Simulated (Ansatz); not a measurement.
Input for Ansatz (development build ahead of 0.2.0):

```yaml
crystal:
  periodic: [false, false, false]
  atoms:
    - { symbol: C, position_ang: [1.21643, 0.0, 0.0] }
    - { symbol: C, position_ang: [0.3759, 1.15689, 0.0] }
    - { symbol: C, position_ang: [-0.98411, 0.715, 0.0] }
    - { symbol: C, position_ang: [-0.98411, -0.715, 0.0] }
    - { symbol: C, position_ang: [0.3759, -1.15689, 0.0] }
    - { symbol: O, position_ang: [2.46643, 0.0, 0.0] }
    - { symbol: H, position_ang: [0.71118, 2.18879, 0.0] }
    - { symbol: H, position_ang: [-1.8619, 1.35275, 0.0] }
    - { symbol: H, position_ang: [-1.8619, -1.35275, 0.0] }
    - { symbol: H, position_ang: [0.71118, -2.18879, 0.0] }
basis:
  gaussian: { orbitals: def2-SVP }
magnetization:
  spin_polarized: true
hamiltonian:
  xc: hf
```

The input is written out in the form of the current development build from the run's settings.

Results

| Quantity | Value |
| --- | --- |
| Converged | yes |
| Total energy | -266.27388 hartree |
| Spin squared of the determinant | 1.042 |
| Stability test | minimum |

Caution: the unrestricted determinant is a mixture of spin states.
